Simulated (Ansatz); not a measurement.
# C2H5FN2: small, medium and large basis sets

An exercise on one series of results from a longer session: the logs are not shown, and one member is left open.

Method: one geometry, several basis sets; program: Ansatz 0.2.0, Gaussian basis.

Plan: PBE0-D4/def2-SVP; ωB97M-V/def2-SVP; PBE0-D4/def2-QZVPP; ωB97M-V/def2-QZVPP; the functionals' def2-TZVPP values are taken from earlier runs.

## The geometry

All runs share one geometry, relaxed beforehand with PBE0-D4 in a triple-zeta def2 set.

SMILES `C/N=C(/N)F`, 10 atoms, charge 0, spin multiplicity 1.

Atoms are counted from 1 here; the program's logs count them from 0.

Bond lengths: C1–N2 1.444 Å, C1–H6 1.095 Å, C1–H7 1.090 Å, C1–H8 1.095 Å, N2–C3 1.247 Å, C3–N4 1.362 Å, C3–F5 1.352 Å, N4–H9 1.006 Å, N4–H10 1.006 Å. Angles: N2–C1–H6 112.1°, N2–C1–H7 108.9°, N2–C1–H8 112.1°, H6–C1–H7 108.0°, H6–C1–H8 107.5°, H7–C1–H8 108.0°, C1–N2–C3 119.5°, N2–C3–N4 126.3°, N2–C3–F5 123.8°, N4–C3–F5 109.9°, C3–N4–H9 116.3°, C3–N4–H10 114.2°, H9–N4–H10 116.0°.

The first run:

File in.yaml:

```yaml
crystal:
  periodic: [false, false, false]
  atoms:
    - {symbol: C, position_ang: [-1.431161, 0.445137, 0.671700]}
    - {symbol: N, position_ang: [-0.377722, -0.489020, 0.350225]}
    - {symbol: C, position_ang: [0.630001, -0.089885, -0.266219]}
    - {symbol: N, position_ang: [1.743068, -0.821591, -0.550481]}
    - {symbol: F, position_ang: [0.788734, 1.178247, -0.708264]}
    - {symbol: H, position_ang: [-1.075355, 1.267958, 1.300914]}
    - {symbol: H, position_ang: [-2.215090, -0.081255, 1.215977]}
    - {symbol: H, position_ang: [-1.879086, 0.886498, -0.224988]}
    - {symbol: H, position_ang: [2.272348, -0.534246, -1.355917]}
    - {symbol: H, position_ang: [1.627362, -1.813244, -0.429847]}
basis:
  gaussian: {orbitals: def2-SVP}
hamiltonian: {xc: pbe0, dispersion: d4}
output: {orbitals: {seedname: orbitals}}
```

Launch:

```console
$ ansatz run in.yaml --threads 4 --pin off --events-out ev --progress --plain --max-ram 10444MiB
```

Among the steps run: PBE0-D4 in def2-SVP; ωB97M-V in def2-SVP; PBE0-D4 in def2-QZVPP; ωB97M-V in def2-QZVPP.

One of the session's tables, all rows but one given; the rest of the session is left out.

It belongs to the step «Functionals by basis». 

| functional | basis | HOMO (eV) | LUMO (eV) |
| --- | --- | --- | --- |
| PBE0-D4 | def2-SVP | -6.87 | 1.35 |
| PBE0-D4 | def2-TZVPP | -7.07 | 0.94 |
| PBE0-D4 | def2-QZVPP | -7.12 | 0.55 |
| ωB97M-V | def2-SVP | -9.12 | 3.39 |
| ωB97M-V | def2-TZVPP | -9.34 | 2.40 |
| ωB97M-V | def2-QZVPP | ? | ? |

Q: Estimate the row for ωB97M-V, def2-QZVPP from the others.

The run gave: HOMO (eV): -9.39; LUMO (eV): 1.69. In the column «HOMO (eV)» it is the lowest.
